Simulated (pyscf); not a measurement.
ethane (H₃C–CH₃) + H atom (H•) → ethyl (•H₂C–CH₃) + hydrogen (H₂), a hydrogen abstraction (doublet surface; C–H broken, H–H formed). Structures and frequencies: ωB97X-D3(BJ)/def2-SVP in PySCF. Energies in eV from the separated reactants.

Small-basis levels: PySCF, no dispersion term, spherical d functions. Open shells are spin-unrestricted. 

Question: Quick B3LYP/6-31G* single points give ΔE‡ = 0.32 eV and ΔE = -0.06 eV. What does ωB97M-D3(BJ)/def2-TZVP give, and how far is the quick result from it?

Answer: ωB97M-D3(BJ)/def2-TZVP gives ΔE‡ = 0.48 eV and ΔE = +0.01 eV. B3LYP/6-31G* lies 0.16 eV under it in the barrier and 0.07 eV under it in the reaction energy, so on this step it does not hold to within 0.13 eV. ωB97M-D3(BJ)/def2-TZVP has limits of its own. One saddle was located; it need not be the lowest between these sides. The angle at the transferred H is 176°.
